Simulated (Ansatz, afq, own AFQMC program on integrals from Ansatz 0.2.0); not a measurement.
Integrals from Ansatz 0.2.0, then the random walk in our own AFQMC program (afq).

```yaml
crystal:
  periodic: [false, false, false]
  atoms:
    - {symbol: S, position_ang: [0.000000, 0.000000, 0.000000]}
basis:
  gaussian: {orbitals: aug-cc-pVDZ}
magnetization: {spin_polarized: true, initial_magnetization: 2}
correlation: {method: ccsd_t, electrons: outside_noble_gas, hamiltonian_folder: ham}
```

```sh
$ ansatz run in.yaml --threads 1 --pin off --events-out ev --progress --plain --max-ram 24576MiB --backend cuda --devices 0, --max-vram 18GiB
```

afq runs on the folder ham with

```
--method phaseless --trial hf --walkers 4000 --populations 20 --least-time 40 --time-step 0.005 --steps-per-block 20 --equilibration-blocks 112 --max-blocks 4000 --target-error 0.00045 --factor-cut 1e-05 --start spin_pure --seed 7499 --taylor-order 6
```

Times are imaginary, in 1/Eh. The walk had a cap of 49 s. With eight or more populations the least sampling time is a fifth of least-time, and the error comes from their spread.

Output of the walk:

```
orbitals 22  electrons 4 2  factors 124 of 153
reference energy -397.49874014 Eh
CCSD correlation -0.10981970 Eh in 9 cycles, weight of the determinant in the CISD state 0.9391
energy of the start -397.498812 Eh
 block  time / (1/Eh)  mean weight  energy / Eh
     1     0.100  1.0002  -397.518074
     2     0.200  1.0004  -397.533358
     3     0.300  1.0008  -397.545674
     4     0.400  1.0005  -397.556901
     5     0.500  1.0006  -397.565857
     7     0.700  1.0007  -397.578688
     9     0.900  1.0002  -397.586256
    13     1.300  1.0003  -397.597429
    21     2.100  1.0000  -397.607534
    29     2.900  0.9999  -397.607419
    37     3.700  1.0001  -397.608514
    45     4.500  1.0002  -397.610729
    53     5.300  1.0001  -397.608105
    61     6.100  0.9998  -397.610372
    69     6.900  1.0001  -397.609200
    77     7.700  0.9999  -397.608931
    81     8.100  0.9999  -397.611317
    85     8.500  0.9996  -397.610433
    93     9.300  1.0000  -397.609903
   101    10.100  1.0002  -397.609073
   109    10.900  1.0000  -397.609084
   117    11.700  0.9996  -397.608643
   125    12.500  0.9998  -397.608172
   133    13.300  0.9999  -397.607916
   141    14.100  1.0000  -397.607598
   149    14.900  1.0000  -397.606003
   157    15.700  1.0001  -397.606322
   165    16.500  1.0000  -397.605910
   173    17.300  1.0001  -397.607720
   181    18.100  0.9999  -397.610004
   189    18.900  1.0001  -397.608006
error from the spread of 20 populations
energy -397.607766 +/- 0.000378 Eh
(rows thinned)
```

The run passed its tests (sampling time, drift between the halves within three errors, error under three times the target), which doesn't prove that it has relaxed.

Against this walk (error 10.3 meV) on the same determinant: CCSD(T) 75.9 meV lower, CCSDT(Q) 91.5 meV lower, CCSDTQ 92.3 meV lower, full CI 92.4 meV lower, a separate phaseless walk with a CISD trial and standard settings 83.7 ± 10.3 meV lower. The error is statistical and leaves out the bias of the constraint. Full CI is exact here, so the walk's 92 meV above it is the walk's own error: the bias of the constraint with this trial. It lies above even CCSD, by 22 meV.

Cautions: constraint bias not in the error.

The walk took 23 s on 1 × NVIDIA H100 80GB HBM3 with 2 threads of AMD EPYC 7R13 Processor (Zen 3), with other jobs on the host (the card was shared). The log's last line is the phaseless energy.

CCSDT and higher add their correlation energy to the determinant of the CCSD(T) run, since their own runs factorise the integrals more tightly (a shift of under 2 meV). A walk keeps the symmetry of its determinant, which the program's search chose and which needn't be the lowest solution, so a lower state of the same spin and another symmetry isn't excluded.
